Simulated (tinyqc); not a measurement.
Inside a calculation. Method: Pariser-Parr-Pople SCF with singles CI, for the molecule O=CC=CF (SMILES; centres numbered as the heavy atoms are written). One step of it, computed by the program tinyqc.

Task: Singles CI, triplets. Over the 6 single excitations with the smallest orbital gaps: A = (e_a - e_i) delta - (ij|ab), with (pq|rs) = sum c_mp c_mq gamma_mn c_nr c_ns.

orbital energies (eV): -18.674825  -15.630002  -12.900062  -2.818960  0.632314

coefficients:
```
         MO1        MO2        MO3        MO4        MO5
1O  0.040137   0.711064  -0.516079   0.362918  -0.307783
2C  0.067822   0.523699  -0.037893  -0.517093   0.672547
3C  0.171445   0.382019   0.618068  -0.361973  -0.558243
4C  0.379307   0.168850   0.507795   0.659982   0.366311
5F  0.905827  -0.213727  -0.303912  -0.185216  -0.084450
```

repulsion gamma_rs (eV), lower triangle:
```
           1O         2C         3C         4C         5F
1O  15.670000
2C   8.147064  11.040000
3C   5.425843   7.526626  11.040000
4C   3.732893   5.231217   7.526626  11.040000
5F   2.934356   3.789448   5.604062   8.790931  22.860000
```

Give: triplet CI matrix; triplet excitation energies.

Result:

triplet CI matrix (eV), lower triangle:
```
         3>4      2>4      3>5      1>4      2>5      1>5
3>4   2.6885
2>4  -0.3295   5.7472
3>5  -0.3916  -1.4926   6.1677
1>4  -0.3335  -0.1601  -0.0150   8.9008
2>5  -1.4926   1.5230   0.0023   0.3276   8.4577
1>5  -0.0150   0.3276  -0.5897  -1.9310  -0.5150  13.8874
```

triplet excitation energies (eV): 2.2672  4.1148  7.0058  8.2338  9.5703  14.6573
